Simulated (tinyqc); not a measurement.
Inside a calculation. Method: coupled-perturbed Hartree-Fock on RHF in the sto-3g basis, for H2O, spin multiplicity 1. Computed by tinyqc, a small Python program that keeps every step (integrals from PySCF). Settings: charge = 0, multiplicity = 1, basis = sto-3g, method = RHF, energy threshold = 1e-10, iteration cap = 62, orthogonalisation = symmetric, start = core, DIIS depth = 6. Command: `OMP_NUM_THREADS=1 python tinyqc.py 30693 30694 out.jsonl` (the two numbers bound the seeds that draw the settings). One thread of a shared host (Intel(R) Xeon(R) Processor @ 2.60GHz), about 0.2 s of CPU time with the checks. The early iterations of the SCF are left out here.

## One-electron integrals

Geometry (angstrom):
```
atom       x        y       z
O     0.0000   0.0000  0.0000
H     0.0000   0.8270  0.7900
H     0.0000  -0.8270  0.7900
```

Basis sto-3g: exponents (1/bohr^2) and contraction coefficients of normalised primitives:
```
element  l (shell)  exponent  coefficient
O            s (1)  130.7093       0.1543
O            s (1)   23.8089       0.5353
O            s (1)    6.4436       0.4446
O            s (2)    5.0332      -0.1000
O            s (2)    1.1696       0.3995
O            s (2)    0.3804       0.7001
O            p (3)    5.0332       0.1559
O            p (3)    1.1696       0.6077
O            p (3)    0.3804       0.3920
H            s (1)    3.4253       0.1543
H            s (1)    0.6239       0.5353
H            s (1)    0.1689       0.4446
```

Overlap, kinetic and nuclear-attraction integrals over the contracted functions; the nuclear repulsion is the sum of Za Zb / Rab.

nuclear repulsion = 7.723018 hartree

overlap S, order 1O 1s, 1O 2s, 1O 2px, 1O 2py, 1O 2pz, 2H 1s, 3H 1s:
$$\begin{pmatrix}
1.0000 & 0.2367 & 0.0000 & 0.0000 & 0.0000 & 0.0346 & 0.0346 \\
0.2367 & 1.0000 & 0.0000 & 0.0000 & 0.0000 & 0.3612 & 0.3612 \\
0.0000 & 0.0000 & 1.0000 & 0.0000 & 0.0000 & 0.0000 & 0.0000 \\
0.0000 & 0.0000 & 0.0000 & 1.0000 & 0.0000 & 0.2342 & -0.2342 \\
0.0000 & 0.0000 & 0.0000 & 0.0000 & 1.0000 & 0.2237 & 0.2237 \\
0.0346 & 0.3612 & 0.0000 & 0.2342 & 0.2237 & 1.0000 & 0.2050 \\
0.0346 & 0.3612 & 0.0000 & -0.2342 & 0.2237 & 0.2050 & 1.0000
\end{pmatrix}$$

kinetic energy T (hartree), order 1O 1s, 1O 2s, 1O 2px, 1O 2py, 1O 2pz, 2H 1s, 3H 1s:
$$\begin{pmatrix}
29.0032 & -0.1680 & 0.0000 & 0.0000 & 0.0000 & -0.0089 & -0.0089 \\
-0.1680 & 0.8081 & 0.0000 & 0.0000 & 0.0000 & 0.0566 & 0.0566 \\
0.0000 & 0.0000 & 2.5287 & 0.0000 & 0.0000 & 0.0000 & 0.0000 \\
0.0000 & 0.0000 & 0.0000 & 2.5287 & 0.0000 & 0.1170 & -0.1170 \\
0.0000 & 0.0000 & 0.0000 & 0.0000 & 2.5287 & 0.1118 & 0.1118 \\
-0.0089 & 0.0566 & 0.0000 & 0.1170 & 0.1118 & 0.7600 & -0.0005 \\
-0.0089 & 0.0566 & 0.0000 & -0.1170 & 0.1118 & -0.0005 & 0.7600
\end{pmatrix}$$

nuclear attraction V (hartree), order 1O 1s, 1O 2s, 1O 2px, 1O 2py, 1O 2pz, 2H 1s, 3H 1s:
$$\begin{pmatrix}
-61.5438 & -7.4021 & 0.0000 & 0.0000 & -0.0150 & -1.1081 & -1.1081 \\
-7.4021 & -9.9738 & 0.0000 & 0.0000 & -0.1849 & -2.7488 & -2.7488 \\
0.0000 & 0.0000 & -9.8463 & 0.0000 & 0.0000 & 0.0000 & 0.0000 \\
0.0000 & 0.0000 & 0.0000 & -9.9315 & 0.0000 & -1.5605 & 1.5605 \\
-0.0150 & -0.1849 & 0.0000 & 0.0000 & -9.9240 & -1.5442 & -1.5442 \\
-1.1081 & -2.7488 & 0.0000 & -1.5605 & -1.5442 & -5.1829 & -1.1485 \\
-1.1081 & -2.7488 & 0.0000 & 1.5605 & -1.5442 & -1.1485 & -5.1829
\end{pmatrix}$$

core Hamiltonian H = T + V (hartree), order 1O 1s, 1O 2s, 1O 2px, 1O 2py, 1O 2pz, 2H 1s, 3H 1s:
$$\begin{pmatrix}
-32.5406 & -7.5701 & 0.0000 & 0.0000 & -0.0150 & -1.1169 & -1.1169 \\
-7.5701 & -9.1656 & 0.0000 & 0.0000 & -0.1849 & -2.6922 & -2.6922 \\
0.0000 & 0.0000 & -7.3175 & 0.0000 & 0.0000 & 0.0000 & 0.0000 \\
0.0000 & 0.0000 & 0.0000 & -7.4027 & 0.0000 & -1.4435 & 1.4435 \\
-0.0150 & -0.1849 & 0.0000 & 0.0000 & -7.3953 & -1.4324 & -1.4324 \\
-1.1169 & -2.6922 & 0.0000 & -1.4435 & -1.4324 & -4.4228 & -1.1490 \\
-1.1169 & -2.6922 & 0.0000 & 1.4435 & -1.4324 & -1.1490 & -4.4228
\end{pmatrix}$$

## Two-electron integrals

Functions are numbered as in S; the eight-fold symmetry (ij|kl) = (ji|kl) = (kl|ij) leaves the list below.

Two-electron integrals (ij|kl) in chemists' order, unique and non-zero (hartree):
```
(11|11) 4.7851      (21|11) 0.7414      (21|21) 0.1369      (22|11) 1.1189
(22|21) 0.2566      (22|22) 0.8172      (31|31) 0.0245      (32|31) 0.0378
(32|32) 0.1805      (33|11) 1.1158      (33|21) 0.2567      (33|22) 0.8170
(33|33) 0.8802      (41|41) 0.0245      (42|41) 0.0378      (42|42) 0.1805
(43|43) 0.0474      (44|11) 1.1158      (44|21) 0.2567      (44|22) 0.8170
(44|33) 0.7853      (44|44) 0.8802      (51|51) 0.0245      (52|51) 0.0378
(52|52) 0.1805      (53|53) 0.0474      (54|54) 0.0474      (55|11) 1.1158
(55|21) 0.2567      (55|22) 0.8170      (55|33) 0.7853      (55|44) 0.7853
(55|55) 0.8802      (61|11) 0.1097      (61|21) 0.0201      (61|22) 0.0375
(61|33) 0.0374      (61|41) 0.0007      (61|42) 0.0013      (61|44) 0.0376
(61|51) 0.0006      (61|52) 0.0012      (61|54) 1.13e-04    (61|55) 0.0375
(61|61) 0.0030      (62|11) 0.2892      (62|21) 0.0673      (62|22) 0.2399
(62|33) 0.2357      (62|41) 0.0037      (62|42) 0.0289      (62|44) 0.2422
(62|51) 0.0035      (62|52) 0.0276      (62|54) 0.0062      (62|55) 0.2416
(62|61) 0.0101      (62|62) 0.0901      (63|31) 0.0068      (63|32) 0.0404
(63|43) 0.0059      (63|53) 0.0056      (63|63) 0.0123      (64|11) 0.1575
(64|21) 0.0371      (64|22) 0.1412      (64|33) 0.1349      (64|41) 0.0085
(64|42) 0.0563      (64|44) 0.1503      (64|51) 0.0017      (64|52) 0.0152
(64|54) 0.0091      (64|55) 0.1382      (64|61) 0.0058      (64|62) 0.0644
(64|64) 0.0579      (65|11) 0.1505      (65|21) 0.0354      (65|22) 0.1349
(65|33) 0.1289      (65|41) 0.0017      (65|42) 0.0152      (65|44) 0.1323
(65|51) 0.0084      (65|52) 0.0549      (65|54) 0.0092      (65|55) 0.1433
(65|61) 0.0055      (65|62) 0.0616      (65|64) 0.0435      (65|65) 0.0539
(66|11) 0.4543      (66|21) 0.1074      (66|22) 0.4409      (66|33) 0.4239
(66|41) 0.0070      (66|42) 0.0781      (66|44) 0.4503      (66|51) 0.0067
(66|52) 0.0746      (66|54) 0.0253      (66|55) 0.4480      (66|61) 0.0162
(66|62) 0.2162      (66|64) 0.1766      (66|65) 0.1687      (66|66) 0.7746
(71|11) 0.1097      (71|21) 0.0201      (71|22) 0.0375      (71|33) 0.0374
(71|41) -0.0007     (71|42) -0.0013     (71|44) 0.0376      (71|51) 0.0006
(71|52) 0.0012      (71|54) -1.13e-04   (71|55) 0.0375      (71|61) 0.0030
(71|62) 0.0098      (71|64) 0.0052      (71|65) 0.0054      (71|66) 0.0157
(71|71) 0.0030      (72|11) 0.2892      (72|21) 0.0673      (72|22) 0.2399
(72|33) 0.2357      (72|41) -0.0037     (72|42) -0.0289     (72|44) 0.2422
(72|51) 0.0035      (72|52) 0.0276      (72|54) -0.0062     (72|55) 0.2416
(72|61) 0.0098      (72|62) 0.0735      (72|64) 0.0363      (72|65) 0.0489
(72|66) 0.1445      (72|71) 0.0101      (72|72) 0.0901      (73|31) 0.0068
(73|32) 0.0404      (73|43) -0.0059     (73|53) 0.0056      (73|63) 0.0097
(73|73) 0.0123      (74|11) -0.1575     (74|21) -0.0371     (74|22) -0.1412
(74|33) -0.1349     (74|41) 0.0085      (74|42) 0.0563      (74|44) -0.1503
(74|51) -0.0017     (74|52) -0.0152     (74|54) 0.0091      (74|55) -0.1382
(74|61) -0.0052     (74|62) -0.0363     (74|64) -0.0087     (74|65) -0.0237
(74|66) -0.0646     (74|71) -0.0058     (74|72) -0.0644     (74|74) 0.0579
(75|11) 0.1505      (75|21) 0.0354      (75|22) 0.1349      (75|33) 0.1289
(75|41) -0.0017     (75|42) -0.0152     (75|44) 0.1323      (75|51) 0.0084
(75|52) 0.0549      (75|54) -0.0092     (75|55) 0.1433      (75|61) 0.0054
(75|62) 0.0489      (75|64) 0.0237      (75|65) 0.0418      (75|66) 0.1052
(75|71) 0.0055      (75|72) 0.0616      (75|74) -0.0435     (75|75) 0.0539
(76|11) 0.1118      (76|21) 0.0263      (76|22) 0.1033      (76|33) 0.1006
(76|44) 0.1022      (76|51) 0.0020      (76|52) 0.0197      (76|55) 0.1070
(76|61) 0.0039      (76|62) 0.0401      (76|64) 0.0249      (76|65) 0.0308
(76|66) 0.1053      (76|71) 0.0039      (76|72) 0.0401      (76|74) -0.0249
(76|75) 0.0308      (76|76) 0.0231      (77|11) 0.4543      (77|21) 0.1074
(77|22) 0.4409      (77|33) 0.4239      (77|41) -0.0070     (77|42) -0.0781
(77|44) 0.4503      (77|51) 0.0067      (77|52) 0.0746      (77|54) -0.0253
(77|55) 0.4480      (77|61) 0.0157      (77|62) 0.1445      (77|64) 0.0646
(77|65) 0.1052      (77|66) 0.3162      (77|71) 0.0162      (77|72) 0.2162
(77|74) -0.1766     (77|75) 0.1687      (77|76) 0.1053      (77|77) 0.7746
```

## Orthogonalisation

S = U s U^T; symmetric (Loewdin) form X = U s^(-1/2) U^T, so that X^T S X = 1.

eigenvalues of S: [0.4623, 0.5508, 0.8780, 1.0000, 1.1138, 1.2442, 1.7509]

X, order 1O 1s, 1O 2s, 1O 2px, 1O 2py, 1O 2pz, 2H 1s, 3H 1s:
$$\begin{pmatrix}
1.0234 & -0.1349 & 0.0000 & 0.0000 & -0.0074 & 0.0176 & 0.0176 \\
-0.1349 & 1.1358 & 0.0000 & 0.0000 & 0.0689 & -0.2000 & -0.2000 \\
0.0000 & 0.0000 & 1.0000 & 0.0000 & 0.0000 & 0.0000 & 0.0000 \\
0.0000 & 0.0000 & 0.0000 & 1.0553 & 0.0000 & -0.1523 & 0.1523 \\
-0.0074 & 0.0689 & 0.0000 & 0.0000 & 1.0417 & -0.1215 & -0.1215 \\
0.0176 & -0.2000 & 0.0000 & -0.1523 & -0.1215 & 1.1145 & -0.0741 \\
0.0176 & -0.2000 & 0.0000 & 0.1523 & -0.1215 & -0.0741 & 1.1145
\end{pmatrix}$$

## Iteration 8 (converged): orbitals

converged F (hartree), order 1O 1s, 1O 2s, 1O 2px, 1O 2py, 1O 2pz, 2H 1s, 3H 1s:
$$\begin{pmatrix}
-20.2722 & -5.1662 & 0.0000 & 0.0000 & -0.0243 & -0.7706 & -0.7706 \\
-5.1662 & -2.4106 & 0.0000 & 0.0000 & -0.0685 & -0.7459 & -0.7459 \\
0.0000 & 0.0000 & -0.3942 & 0.0000 & 0.0000 & 0.0000 & 0.0000 \\
0.0000 & 0.0000 & 0.0000 & -0.2183 & 0.0000 & -0.3244 & 0.3244 \\
-0.0243 & -0.0685 & 0.0000 & 0.0000 & -0.2563 & -0.3427 & -0.3427 \\
-0.7706 & -0.7459 & 0.0000 & -0.3244 & -0.3427 & -0.3873 & -0.2638 \\
-0.7706 & -0.7459 & 0.0000 & 0.3244 & -0.3427 & -0.2638 & -0.3873
\end{pmatrix}$$

Diagonalise F' = X^T F X, C = X C', fill 5 alpha and 5 beta electrons from the bottom; D = 2 C_occ C_occ^T. Each column has its largest component positive (the first on a tie).

F' = X^T F X (hartree):
$$\begin{pmatrix}
-19.8993 & -2.6797 & 0.0000 & 0.0000 & -0.0535 & -0.0786 & -0.0786 \\
-2.6797 & -1.3456 & 0.0000 & 0.0000 & 0.1019 & -0.3681 & -0.3681 \\
0.0000 & 0.0000 & -0.3942 & 0.0000 & 0.0000 & 0.0000 & 0.0000 \\
0.0000 & 0.0000 & 0.0000 & -0.0403 & 0.0000 & -0.3645 & 0.3645 \\
-0.0535 & 0.1019 & 0.0000 & 0.0000 & -0.1185 & -0.3109 & -0.3109 \\
-0.0786 & -0.3681 & 0.0000 & -0.3645 & -0.3109 & -0.0319 & -0.0821 \\
-0.0786 & -0.3681 & 0.0000 & 0.3645 & -0.3109 & -0.0821 & -0.0319
\end{pmatrix}$$

orbital energies (hartree): MO1 -20.2803, MO2 -1.2045, MO3 -0.5125, MO4 -0.4538, MO5 -0.3942, MO6 0.4614, MO7 0.5224

coefficients C, order 1O 1s, 1O 2s, 1O 2px, 1O 2py, 1O 2pz, 2H 1s, 3H 1s:
$$\begin{pmatrix}
0.9945 & -0.2409 & 0.0000 & 0.0945 & 0.0000 & -0.1013 & 0.0000 \\
0.0234 & 0.8995 & 0.0000 & -0.4787 & 0.0000 & 0.5951 & 0.0000 \\
0.0000 & 0.0000 & 0.0000 & 0.0000 & 1.0000 & 0.0000 & 0.0000 \\
0.0000 & 0.0000 & 0.6327 & 0.0000 & 0.0000 & 0.0000 & 0.8716 \\
0.0030 & 0.0800 & 0.0000 & 0.7070 & 0.0000 & 0.7830 & 0.0000 \\
-0.0042 & 0.1373 & 0.4554 & 0.3526 & 0.0000 & -0.6731 & -0.7226 \\
-0.0042 & 0.1373 & -0.4554 & 0.3526 & 0.0000 & -0.6731 & 0.7226
\end{pmatrix}$$

D after iteration 8, order 1O 1s, 1O 2s, 1O 2px, 1O 2py, 1O 2pz, 2H 1s, 3H 1s:
$$\begin{pmatrix}
2.1121 & -0.4771 & 0.0000 & 0.0000 & 0.1011 & -0.0078 & -0.0078 \\
-0.4771 & 2.0776 & 0.0000 & 0.0000 & -0.5329 & -0.0908 & -0.0908 \\
0.0000 & 0.0000 & 2.0000 & 0.0000 & 0.0000 & 0.0000 & 0.0000 \\
0.0000 & 0.0000 & 0.0000 & 0.8006 & 0.0000 & 0.5763 & -0.5763 \\
0.1011 & -0.5329 & 0.0000 & 0.0000 & 1.0124 & 0.5205 & 0.5205 \\
-0.0078 & -0.0908 & 0.0000 & 0.5763 & 0.5205 & 0.7013 & -0.1284 \\
-0.0078 & -0.0908 & 0.0000 & -0.5763 & 0.5205 & -0.1284 & 0.7013
\end{pmatrix}$$

## Convergence

Stop when the energy changes by less than 1e-10 hartree and every element of the error matrix X^T (F D S - S D F) X is below 3e-06.

Course of the cycle:
```
iteration  E (hartree)     change  largest element of the error matrix
1           -73.274452          -                             4.89e-01
2           -74.709662  -1.44e+00                             3.46e-01
3           -74.920558  -2.11e-01                             6.10e-02
4           -74.924997  -4.44e-03                             1.19e-02
5           -74.925198  -2.02e-04                             2.68e-03
6           -74.925229  -3.03e-05                             5.83e-04
7           -74.925229  -5.61e-07                             5.95e-06
8           -74.925229  -7.15e-11                             6.33e-08
```

PySCF RHF in the same basis = -74.925229 hartree

Converged in 8 iterations.

## Integrals over molecular orbitals

(pq|rs) = sum C_ip C_jq C_kr C_ls (ij|kl), one index at a time.

one-electron integrals over orbitals h = C^T H C (hartree):
$$\begin{pmatrix}
-32.5244 & 0.5701 & 0.0000 & -0.2123 & 0.0000 & 0.2307 & 0.0000 \\
0.5701 & -7.5517 & 0.0000 & 0.5531 & 0.0000 & -1.1593 & 0.0000 \\
0.0000 & 0.0000 & -5.9850 & 0.0000 & 0.0000 & 0.0000 & -1.7538 \\
-0.2123 & 0.5531 & 0.0000 & -6.4244 & 0.0000 & -1.3984 & 0.0000 \\
0.0000 & 0.0000 & 0.0000 & 0.0000 & -7.3175 & 0.0000 & 0.0000 \\
0.2307 & -1.1593 & 0.0000 & -1.3984 & 0.0000 & -5.3918 & 0.0000 \\
0.0000 & 0.0000 & -1.7538 & 0.0000 & 0.0000 & 0.0000 & -5.4066
\end{pmatrix}$$

Two-electron integrals over orbitals (pq|rs), unique and non-zero (hartree):
```
(11|11) 4.7473      (21|11) -0.4313     (21|21) 0.0619      (22|11) 1.0245
(22|21) -0.0156     (22|22) 0.7263      (31|31) 0.0113      (32|31) 0.0174
(32|32) 0.1274      (33|11) 0.7701      (33|21) -0.0050     (33|22) 0.6169
(33|33) 0.5926      (41|11) 0.1677      (41|21) -0.0224     (41|22) 0.0122
(41|33) 0.0056      (41|41) 0.0230      (42|11) -0.1566     (42|21) 0.0081
(42|22) -0.0298     (42|33) 0.0015      (42|41) 0.0168      (42|42) 0.1291
(43|31) -0.0030     (43|32) 0.0255      (43|43) 0.0589      (44|11) 0.8995
(44|21) -0.0106     (44|22) 0.6476      (44|33) 0.5612      (44|41) -0.0074
(44|42) -0.0850     (44|44) 0.6692      (51|51) 0.0259      (52|51) 0.0334
(52|52) 0.1515      (53|53) 0.0268      (54|51) -0.0121     (54|52) -0.0452
(54|54) 0.0466      (55|11) 1.1154      (55|21) -0.0122     (55|22) 0.7565
(55|33) 0.6040      (55|41) 0.0048      (55|42) -0.0852     (55|44) 0.6713
(55|55) 0.8802      (61|11) -0.1811     (61|21) 0.0279      (61|22) -0.0013
(61|33) 0.0010      (61|41) 0.0038      (61|42) 0.0213      (61|44) -0.0150
(61|55) -0.0049     (61|61) 0.0255      (62|11) 0.2526      (62|21) -0.0055
(62|22) 0.1286      (62|33) 0.0691      (62|41) 0.0185      (62|42) 0.0350
(62|44) 0.0515      (62|55) 0.1347      (62|61) 0.0124      (62|62) 0.0955
(63|31) 0.0030      (63|32) -0.0281     (63|43) -0.0361     (63|63) 0.0675
(64|11) 0.2878      (64|21) -0.0041     (64|22) 0.1356      (64|33) 0.0543
(64|41) -3.07e-04   (64|42) -0.0623     (64|44) 0.1310      (64|55) 0.1611
(64|61) -0.0035     (64|62) 0.0544      (64|64) 0.1114      (65|51) 0.0120
(65|52) 0.0476      (65|54) 0.0075      (65|65) 0.0340      (66|11) 0.8021
(66|21) -0.0079     (66|22) 0.6018      (66|33) 0.5515      (66|41) 0.0168
(66|42) 0.0405      (66|44) 0.5507      (66|55) 0.5874      (66|61) 0.0094
(66|62) 0.0957      (66|64) 0.0599      (66|66) 0.5889      (71|31) 0.0142
(71|32) 0.0210      (71|43) -0.0038     (71|63) 0.0033      (71|71) 0.0178
(72|31) 0.0150      (72|32) 0.0554      (72|43) -0.0326     (72|63) 0.0297
(72|71) 0.0181      (72|72) 0.0674      (73|11) 0.3707      (73|21) -0.0070
(73|22) 0.1657      (73|33) 0.0908      (73|41) -2.82e-04   (73|42) -0.0837
(73|44) 0.1282      (73|55) 0.2040      (73|61) -0.0057     (73|62) 0.0638
(73|64) 0.1117      (73|66) 0.0491      (73|73) 0.1657      (74|31) -0.0084
(74|32) -0.0735     (74|43) -0.0191     (74|63) 0.0545      (74|71) -0.0106
(74|72) -0.0150     (74|74) 0.0752      (75|53) 0.0238      (75|75) 0.0239
(76|31) 0.0069      (76|32) 0.0785      (76|43) 0.0640      (76|63) -0.0581
(76|71) 0.0086      (76|72) -0.0069     (76|74) -0.0628     (76|76) 0.1071
(77|11) 0.8083      (77|21) -0.0082     (77|22) 0.5975      (77|33) 0.5766
(77|41) 0.0039      (77|42) -0.0135     (77|44) 0.5628      (77|55) 0.5943
(77|61) -0.0026     (77|62) 0.0563      (77|64) 0.0477      (77|66) 0.5495
(77|73) 0.0834      (77|77) 0.5829
```

## Response to a field: uncoupled start

dipole integrals <a|y|i> (bohr), order a6, a7:
$$\begin{pmatrix}
0.0000 & 0.0000 & -0.8195 & 0.0000 & 0.0000 \\
0.0525 & -0.0436 & 0.0000 & -0.8122 & 0.0000
\end{pmatrix}$$

Field along y; U_ai = -mu_ai / (e_a - e_i), alpha = -4 sum U_ai mu_ai.

uncoupled U, order a6, a7:
$$\begin{pmatrix}
0.0000 & 0.0000 & 0.8414 & 0.0000 & 0.0000 \\
-0.0025 & 0.0253 & 0.0000 & 0.8320 & 0.0000
\end{pmatrix}$$

uncoupled polarisability = 5.4663 bohr^3

## Coupled step 1

U_ai = -(mu_ai + sum_bj [4 (ai|bj) - (ab|ij) - (aj|bi)] U_bj) / (e_a - e_i); alpha = -4 sum U_ai mu_ai.

U after step 1, order a6, a7:
$$\begin{pmatrix}
0.0000 & 0.0000 & 1.1076 & 0.0000 & 0.0000 \\
-0.0017 & 0.0578 & 0.0000 & 1.0836 & 0.0000
\end{pmatrix}$$

polarisability = 7.1617 bohr^3

## Coupled step 2

As before.

U after step 2, order a6, a7:
$$\begin{pmatrix}
0.0000 & 0.0000 & 1.1928 & 0.0000 & 0.0000 \\
-0.0015 & 0.0735 & 0.0000 & 1.1601 & 0.0000
\end{pmatrix}$$

polarisability = 7.6922 bohr^3

## Coupled polarisability

Repeat until U stops changing; compare with -d2E/dF2.

Course of the coupled iterations:
```
step  alpha (bohr^3)
0             5.4663
1             7.1617
2             7.6922
3             7.8592
4             7.9120
5             7.9288
6             7.9342
7             7.9359
8             7.9364
9             7.9366
10            7.9366
11            7.9367
12            7.9367
13            7.9367
14            7.9367
15            7.9367
16            7.9367
17            7.9367
18            7.9367
```

coupled polarisability = 7.9367 bohr^3

finite-field check, fields of +/-0.001 au = 7.9367 bohr^3
